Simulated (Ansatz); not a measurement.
**H₃O radical: one structure at several levels**

The task here is to estimate one member of a computed series from the others.

Computed with Ansatz 0.2.0, Gaussian basis. Level: single points in def2-TZVPP.

Correlated methods freeze the cores. Orbitals are unrestricted.

### The starting structure

4 atoms, charge 0, spin multiplicity 2.

Atoms are counted from 1 here; the program's logs count them from 0.

Bond lengths: O2–H4 0.970 Å.

As a file:

```xyz
4
H3O
H    -0.18660   -0.17030   -0.50040
O    -0.27830    0.02130    0.76350
H     0.00750   -0.30280   -1.40040
H     0.55550    0.41300    1.06790
```

Set-up of the first run:

Contents of run/in.yaml:

```yaml
crystal:
  periodic: [false, false, false]
  atoms:
    - {symbol: H, position_ang: [-0.186600, -0.170300, -0.500400]}
    - {symbol: O, position_ang: [-0.278300, 0.021300, 0.763500]}
    - {symbol: H, position_ang: [0.007500, -0.302800, -1.400400]}
    - {symbol: H, position_ang: [0.555500, 0.413000, 1.067900]}
basis:
  gaussian: {orbitals: def2-TZVPP}
magnetization: {spin_polarized: true, initial_magnetization: 1}
correlation: {method: ccsd_t}
scf: {omitted_lower_state_checks: [cluster_reference]}
output: {forces: true}
```

No record of the launch command was kept for these runs.

Among the steps run: CCSD(T)/def2-TZVPP; PBE0-D4/def2-TZVPP; wB97M-V/def2-TZVPP; r2SCAN-D4/def2-TZVPP; PBE-D4/def2-TZVPP; r2SCAN0-D4/def2-TZVPP; B97M-V/def2-TZVPP.

One of the session's tables, all rows but one given; the rest of the session is left out.

| method | RMS force component (eV/Å) | angle to CCSD(T) forces (°) | dipole (D) |
| --- | --- | --- | --- |
| CCSD(T) | 0.396 | reference | 1.55 |
| PBE0-D4 | 0.386 | 11.6 | 1.58 |
| wB97M-V | 0.377 | 10.9 | 1.56 |
| r2SCAN-D4 | ? | ? | ? |
| PBE-D4 | 0.478 | 30.6 | 1.56 |
| r2SCAN0-D4 | 0.389 | 24.4 | 1.59 |
| B97M-V | 0.332 | 17.6 | 1.47 |

Estimate the missing values for r2SCAN-D4.

The run gave: RMS force component (eV/Å): 0.403; angle to CCSD(T) forces (°): 12.4; dipole (D): 1.57. In the column «RMS force component (eV/Å)» it lies between CCSD(T) (0.396) and PBE-D4 (0.478).
